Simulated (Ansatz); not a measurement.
## Changing the shape of C₂H, doublet

Computed with Ansatz's Gaussian-basis code (development build); BCCD by scripts on PySCF. Basis STO-3G, 2 core orbitals frozen, nonrelativistic. Small basis; these aren't basis-limit values. Single-reference values can break down or jump between states where bonds are stretched.

Case A:

```xyz
3

C     0.0000    0.0000    0.0000
H     0.0000    0.0000   -1.0994
C     0.0000    0.0000    1.2170
```

Case B. A bond is stretched, to 1.92 times the sum of the covalent radii.

```csv
atom,x (Å),y (Å),z (Å)
C,0.0000,0.0000,0.0000
H,0.0000,0.0000,-1.0470
C,0.0000,0.0000,2.9208
```

Case C. A bond is stretched, to 1.50 times the sum of the covalent radii.

```xyz
3

C     0.0000    0.0000    0.0000
H     0.0000    0.0000   -1.0470
C     0.0000    0.0000    2.2758
```

Case D:

```xyz
3

C     0.0000    0.0000    0.0000
H     0.0000    0.0000   -1.0470
C     0.0000    0.0000    1.0953
```

Case E:

```xyz
3

C     0.0000    0.0000    0.0000
H     0.0000    0.0000   -1.0470
C     0.0000    0.0000    1.4604
```

Case F. A bond is stretched, to 1.56 times the sum of the covalent radii.

```xyz
3

C     0.0000    0.0000    0.0000
H     0.0000    0.0000   -1.0470
C     0.0000    0.0000    2.3731
```

Energy less that of case A, in eV:

```tsv
case	RCCSD	RCCSD(T)	UCCSD(T)	RBCCD(T)	UBCCD(T)
B	+8.342	+8.354	+8.258	+8.331	+8.255
C	+8.394	+7.257	+7.349	–	+7.334
D	+1.217	+1.225	+1.228	+1.225	+1.226
E	+1.952	+1.917	+1.966	+1.916	+1.920
F	+8.375	–	+7.628	+7.848	+7.599
```

**Question.** What does full CI give for these differences?

**Answer.** B: +8.287 eV; C: +7.313 eV; D: +1.251 eV; E: +1.861 eV; F: +7.606 eV.

**Question.** Which case is lowest, and do the methods agree?

**Answer.** A is lowest in full CI. Of the methods shown, RCCSD, UCCSD(T), UBCCD(T) agree.
